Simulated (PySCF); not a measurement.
**Do core-level shifts follow atomic charges?**

Compound: C₃H₅F₂N.
Z-matrix (Å and degrees, PBE0-D3(BJ)/def2-SVP geometry), rows numbered from 1:
```
N 
C   1  1.2657
C   2  1.5024  1  127.58
C   3  1.5118  2  112.88  1   125.85
F   4  1.3530  3  109.71  2    61.10
F   4  1.3495  3  109.68  2   179.44
H   1  1.0277  2  110.35  3    -0.10
H   2  1.1039  1  117.53  3  -179.81
H   3  1.1012  2  110.96  1     3.29
H   3  1.1040  2  109.64  1  -116.00
H   4  1.1048  3  113.17  2   -59.53
```

Binding energies: PySCF, delta-SCF UKS SCAN, pcX-2 on the ionised atom, pcseg-1 elsewhere, spin-free X2C. Charges: PBE0/pcSseg-1 ground-state density, for the ionised atom.

```
atom       environment  C 1s (eV)  Mulliken (e)  IAO (e)  Hirshfeld (e)  ESP (e)
  C3  chain CH2 carbon     291.86        -0.294   -0.332         -0.090   -0.315
  C2      imine carbon     292.59        +0.003   +0.041         +0.053   +0.361
  C4       CHF2 carbon     296.08        +0.512   +0.457         +0.152   +0.453
```

Q: Give the correlation coefficient and slope of binding energy on charge for each scheme.

A: Mulliken: r = 0.98, slope 5.4 eV per e; IAO: r = 0.95, slope 5.4 eV per e; Hirshfeld: r = 0.89, slope 16.6 eV per e; ESP: r = 0.71, slope 3.8 eV per e. Mulliken charges have the highest r, on only 3 points.

Q: The point-charge model writes a binding energy as kq + V + constant, with V the potential of the other atoms' charges at the site. What does it give with the Hirshfeld charges?

A: V = Σ 14.40 eV Å × q/r over all other atoms: +2.07 eV at C3, -1.05 eV at C2, -1.56 eV at C4. Fitting binding energy − V to q gives k = 32.0 eV per e and leaves an rms residual of 0.36 eV, against 0.82 eV for the fit on q alone. The model has no term for differences in relaxation between sites.

The unrestricted hole states depart most from a pure doublet (⟨S²⟩ = 0.75; over 0.85 named) for C 1s of C2 (0.86), which makes this value less certain. Geometry: PBE0-D3(BJ)/def2-SVP, one conformer, isolated molecule.
